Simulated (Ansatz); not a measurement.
# AlH2O− (SMILES [O-][AlH2]): one structure at several levels

One table from this session's results is given with a row withheld; the runs are named, their logs left out.

Method: single points in def2-TZVPPD; program: Ansatz 0.2.0, Gaussian basis.

Correlated methods freeze the cores.

**The starting structure**

SMILES `[O-][AlH2]`, 4 atoms, charge -1, spin multiplicity 1.

Atoms are counted from 1 here; the program's logs count them from 0.

Bond lengths: O1–Al2 1.586 Å, Al2–H3 1.631 Å, Al2–H4 1.611 Å. Angles: O1–Al2–H3 128.4°, O1–Al2–H4 130.4°, H3–Al2–H4 101.2°.

Geometry (Å):

```xyz
4

O     0.04310   -0.86250    1.47220
Al    0.02270   -0.05990    0.10420
H    -1.01740   -0.21140   -1.14240
H     0.97310    1.12930   -0.42350
```

Set-up of the first run:

The input, run/in.yaml:

```yaml
crystal:
  periodic: [false, false, false]
  atoms:
    - {symbol: O, position_ang: [0.043100, -0.862500, 1.472200]}
    - {symbol: Al, position_ang: [0.022700, -0.059900, 0.104200]}
    - {symbol: H, position_ang: [-1.017400, -0.211400, -1.142400]}
    - {symbol: H, position_ang: [0.973100, 1.129300, -0.423500]}
basis:
  gaussian: {orbitals: "def2-TZVPPD.json"}
total_charge: -1
correlation: {method: ccsd_t}
output: {forces: true}
```

The basis file named in the input lies beside it (Basis Set Exchange, JSON).

No record of the launch command was kept for these runs.

Steps of the session up to this table: CCSD(T)/def2-TZVPPD; PBE0-D4/def2-TZVPPD; wB97M-V/def2-TZVPPD; r2SCAN-D4/def2-TZVPPD; PBE-D4/def2-TZVPPD; BLYP-D4/def2-TZVPPD; CAM-B3LYP-D4/def2-TZVPPD.

One table of the session follows, with a row left open; its other results are not shown here.

```
      method  RMS force component (eV/Å)  angle to CCSD(T) forces (°)
     CCSD(T)                       1.113                    reference
     PBE0-D4                           ?                            ?
     wB97M-V                       0.917                          2.3
   r2SCAN-D4                       0.970                          2.1
      PBE-D4                       1.156                          3.5
     BLYP-D4                       1.197                          1.2
CAM-B3LYP-D4                       0.829                          3.8
```

Estimate the missing values for PBE0-D4.

**Answer.** RMS force component (eV/Å): 0.885; angle to CCSD(T) forces (°): 3.1. In the column «RMS force component (eV/Å)» it lies between CAM-B3LYP-D4 (0.829) and wB97M-V (0.917).
